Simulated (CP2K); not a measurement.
# AM1 run of C3H3F2 (SMILES C=C[C](F)F)

Aim: the energy difference between two shapes of C3H3F2 at AM1, from 2 runs. 

The results are computed with CP2K 2026.2.

2 further runs of the same task are left out: 2 set aside as unsound or not needed.

**1. Starting point**

C3H3F2 has 8 atoms, charge 0, and is taken as a doublet. As SMILES, `C=C[C](F)F`. The coordinates come from a GFN2-xTB relaxation. This is one conformer, not always the lowest.

Bond lengths: C1–C2 1.370 Å, C2–C3 1.369 Å, C3–F4 1.329 Å, C3–F5 1.329 Å, C1–H6 1.073 Å, C1–H7 1.075 Å, C2–H8 1.080 Å. Angles: C1–C2–C3 124.4°, C2–C3–F4 125.4°, C2–C3–F5 124.1°, F4–C3–F5 110.5°, C1–C2–H8 120.5°, C3–C2–H8 115.1°, C2–C1–H6 120.8°, C2–C1–H7 121.1°, H6–C1–H7 118.1°.

**2. Energy and forces at AM1**

calc.inp reads:

```
&GLOBAL
  PROJECT_NAME calc
  RUN_TYPE ENERGY_FORCE
  PRINT_LEVEL MEDIUM
&END GLOBAL

&FORCE_EVAL
  METHOD QUICKSTEP
  &DFT
    MULTIPLICITY 2
    SPIN_POLARIZED T
    # Quickstep
    &QS
      METHOD AM1
      EPS_DEFAULT 1.0E-10
      &SE
        &COULOMB
          CUTOFF [angstrom] 50
          RC_RANGE [angstrom] 0
        &END COULOMB
        &EXCHANGE
          CUTOFF [angstrom] 50
          RC_RANGE [angstrom] 0
        &END EXCHANGE
      &END SE
    &END QS
    &POISSON
      PERIODIC NONE
      POISSON_SOLVER ANALYTIC
    &END POISSON
    # SCF settings
    &SCF
      SCF_GUESS ATOMIC
      EPS_SCF 1.0E-07
      MAX_SCF 150
      ADDED_MOS 8
      &DIAGONALIZATION
        ALGORITHM STANDARD
      &END DIAGONALIZATION
      &MIXING
        METHOD DIRECT_P_MIXING
        ALPHA 0.4
      &END MIXING
    &END SCF
    &PRINT
      &MOMENTS
        PERIODIC F
        REFERENCE COM
        MAX_MOMENT 1
      &END MOMENTS
      &MO ON
        ENERGIES T
        OCCUPATION_NUMBERS T
        NDIGITS 6
        &EACH
          QS_SCF 0
        &END EACH
        ADD_LAST NUMERIC
      &END MO
      &HIRSHFELD OFF
      &END HIRSHFELD
    &END PRINT
  &END DFT
  # structure
  &SUBSYS
    &CELL
      ABC 9.1 11.6 11.8
      PERIODIC NONE
    &END CELL
    &COORD
      C      0.082710     0.936920     0.856750
      C     -0.184120    -0.306090     0.346540
      C      0.029110    -0.669280    -0.956040
      F      0.518150     0.121830    -1.905440
      F     -0.232480    -1.876830    -1.445330
      H     -0.110070     1.159850     1.888550
      H      0.487090     1.716220     0.236660
      H     -0.590390    -1.082620     0.978300
    &END COORD
    &TOPOLOGY
      &CENTER_COORDINATES
      &END CENTER_COORDINATES
    &END TOPOLOGY
  &END SUBSYS
  # extra output
  &PRINT
    &FORCES ON
    &END FORCES
  &END PRINT
&END FORCE_EVAL
```

The run is started by

```sh
$ OMP_NUM_THREADS=1 cp2k.psmp -i calc.inp > calc.out 2>&1
```

The log of the run (excerpt; [...] marks lines left out):

```text
CP2K| version string:                                       CP2K version 2026.2
[...]
 GLOBAL| Method name                                                        CP2K
[...]
 GLOBAL| Run type                                                   ENERGY_FORCE
[...]
                             - Atoms:                                          8
[...]
                             - Spherical basis functions:                     23
[...]
 Number of electrons:                                                         15
[...]
     1 P_Mix/Diag. 0.40E+00    0.0     0.37425876       -44.6870161012 -4.47E+01
[...]
    26 DIIS/Diag.  0.37E-07    0.0     0.00000006       -51.2662869426 -1.07E-13
  *** SCF run converged in    26 steps ***
  Core-core repulsion energy [eV]:                           2149.96694066633154
  Core Hamiltonian energy [eV]:                             -2278.15370859168161
  Two-electron integral energy [eV]:                        -2533.67968994090415
  Electronic energy [eV]:                                   -3544.99355356213391
  Total energy [eV]:                                        -1395.02661289580237
  Atomic reference energy [eV]:                              1391.86566742759464
  Heat of formation [kcal/mol]:                               -72.89313993893758
[...]
 SE_DIPOLE| Moment [Debye]          0.22418396      -0.53366964      -1.55201787
 SE_DIPOLE| Derivative [a.u.]       0.00000000       0.00000000       0.00000000
 ENERGY| Total FORCE_EVAL ( QS ) energy [hartree]            -51.266286942612986
 FORCES| Atomic forces [hartree/bohr]
 FORCES|   Atom     x               y               z               |f|
 FORCES|      1 -1.75098390E-03 -8.39905716E-03 -4.34172989E-03   9.61564996E-03
 FORCES|      2 -4.21848209E-03  1.69845649E-02  3.83919138E-02   4.21925358E-02
 FORCES|      3  5.76657858E-03 -5.10984726E-03 -2.94795045E-02   3.04697416E-02
 FORCES|      4  4.15262794E-03  1.87716903E-03 -1.40079517E-02   1.47306073E-02
 FORCES|      5 -3.79037693E-04 -9.99161831E-03 -1.10269038E-02   1.48851844E-02
 FORCES|      6 -2.53095189E-03  4.12604940E-03  1.54897894E-02   1.62284804E-02
 FORCES|      7  6.03814628E-03  1.25575251E-02 -7.88187208E-03   1.60085775E-02
 FORCES|      8 -7.07789722E-03 -1.20447857E-02  1.28562589E-02   1.89857021E-02
 FORCES| Sum    -1.24900090E-16 -1.58206781E-15  5.13478149E-16
 FORCES| Total atomic force                                       1.66799233E-15
[...]
```

Wall time 0.3 s (1 thread of Arm Neoverse V1, shared host).

**3. The distorted shape at the same level**

calc.inp reads:

```
&FORCE_EVAL
  METHOD QUICKSTEP
  &DFT
    MULTIPLICITY 2
    UKS T
    &QS
      METHOD AM1
      EPS_DEFAULT 1.0E-10
      &SE
        &COULOMB
          CUTOFF [angstrom] 50
          RC_RANGE [angstrom] 0
        &END COULOMB
        &EXCHANGE
          CUTOFF [angstrom] 50
          RC_RANGE [angstrom] 0
        &END EXCHANGE
      &END SE
    &END QS
    &POISSON
      PERIODIC NONE
      POISSON_SOLVER ANALYTIC
    &END POISSON
    &SCF
      SCF_GUESS ATOMIC
      EPS_SCF 1.0E-07
      MAX_SCF 150
      ADDED_MOS 8
      &DIAGONALIZATION
        ALGORITHM STANDARD
      &END DIAGONALIZATION
      &MIXING
        METHOD DIRECT_P_MIXING
        ALPHA 0.4
      &END MIXING
    &END SCF
    &PRINT
      &MOMENTS
        PERIODIC F
        REFERENCE COM
        MAX_MOMENT 1
      &END MOMENTS
      &MO ON
        ENERGIES T
        OCCUPATION_NUMBERS T
        NDIGITS 6
        &EACH
          QS_SCF 0
        &END EACH
        ADD_LAST NUMERIC
      &END MO
      &HIRSHFELD OFF
      &END HIRSHFELD
    &END PRINT
  &END DFT
  &SUBSYS
    &CELL
      ABC 9.1 11.5 11.9
      PERIODIC NONE
    &END CELL
    &COORD
      C      0.061481     0.962466     0.939821
      C     -0.132194    -0.287156     0.348481
      C      0.033884    -0.662486    -1.007121
      F      0.434407     0.090134    -1.973261
      F     -0.293163    -1.872678    -1.429919
      H     -0.017348     1.156662     1.967604
      H      0.500824     1.669232     0.228857
      H     -0.549248    -1.070918     0.912545
    &END COORD
    &TOPOLOGY
      &CENTER_COORDINATES
      &END CENTER_COORDINATES
    &END TOPOLOGY
  &END SUBSYS
  &PRINT
    &FORCES ON
    &END FORCES
  &END PRINT
&END FORCE_EVAL

&GLOBAL
  PROJECT_NAME calc
  RUN_TYPE ENERGY_FORCE
  PRINT_LEVEL MEDIUM
&END GLOBAL
```

The run is started by

```sh
$ OMP_NUM_THREADS=1 cp2k.psmp -i calc.inp -o calc.out
```

The log of the run (excerpt; [...] marks lines left out):

```text
CP2K| version string:                                       CP2K version 2026.2
[...]
 GLOBAL| Method name                                                        CP2K
[...]
 GLOBAL| Run type                                                   ENERGY_FORCE
[...]
                             - Atoms:                                          8
[...]
                             - Spherical basis functions:                     23
[...]
 Number of electrons:                                                         15
[...]
     1 P_Mix/Diag. 0.40E+00    0.0     0.37363604       -44.6658701931 -4.47E+01
[...]
    24 DIIS/Diag.  0.10E-06    0.0     0.00000005       -51.2572648094 -1.94E-12
  *** SCF run converged in    24 steps ***
  Core-core repulsion energy [eV]:                           2143.69997341450016
  Core Hamiltonian energy [eV]:                             -2277.47255112155835
  Two-electron integral energy [eV]:                        -2522.01706091771212
  Electronic energy [eV]:                                   -3538.48108158041487
  Total energy [eV]:                                        -1394.78110816591425
  Atomic reference energy [eV]:                              1391.86566742759464
  Heat of formation [kcal/mol]:                               -67.23166592383548
[...]
 ENERGY| Total FORCE_EVAL ( QS ) energy [hartree]            -51.257264809406479
 FORCES| Atomic forces [hartree/bohr]
 FORCES|   Atom     x               y               z               |f|
 FORCES|      1  1.53894587E-02 -3.80417598E-02 -6.33574102E-02   7.54862395E-02
 FORCES|      2  2.35972481E-04  3.80037147E-02  7.76617949E-03   3.87898384E-02
 FORCES|      3 -1.16895922E-02 -2.45511692E-03  5.58343560E-02   5.70977187E-02
 FORCES|      4  1.87903049E-02  3.02201613E-02 -4.70511962E-02   5.89927858E-02
 FORCES|      5 -2.73121526E-03 -1.92076993E-02 -1.39647139E-02   2.39041520E-02
 FORCES|      6 -6.30934283E-03  5.88932922E-03  2.78719854E-02   2.91777239E-02
 FORCES|      7 -6.20498616E-04  1.50751602E-02  6.28198469E-03   1.63434637E-02
 FORCES|      8 -1.30650872E-02 -2.94837895E-02  2.66188148E-02   4.18156866E-02
 FORCES| Sum     3.46944695E-18 -1.52655666E-15  1.87350135E-16
 FORCES| Total atomic force                                       1.53801409E-15
[...]
```

Run time: 0.3 s. Hardware: 1 thread of Arm Neoverse V1, shared host.

**4. What came out**

At AM1:

```
                                                  quantity           value
                                 first shape: total energy    -51.26629 Eh
                                first shape: dipole moment          1.66 D
           first shape: HOMO energy (highest over α and β)        -9.09 eV
            first shape: LUMO energy (lowest over α and β)        -0.10 eV
    first shape: heat of formation at this unrelaxed shape  -72.9 kcal/mol
                     first shape: largest force on an atom      2.170 eV/Å
                             distorted shape: total energy    -51.25726 Eh
                            distorted shape: dipole moment          1.53 D
       distorted shape: HOMO energy (highest over α and β)        -9.07 eV
        distorted shape: LUMO energy (lowest over α and β)         0.00 eV
distorted shape: heat of formation at this unrelaxed shape  -67.2 kcal/mol
                 distorted shape: largest force on an atom      3.882 eV/Å
                    energy change with the atoms displaced        0.246 eV
```

What this shows: With the atoms displaced the energy rises by 0.25 eV (23.7 kJ/mol). The first shape isn't relaxed at this level, so the change isn't measured from a minimum. The largest force (first shape) is 2.17 eV/Å: the shape isn't a stationary point for this species at this level.
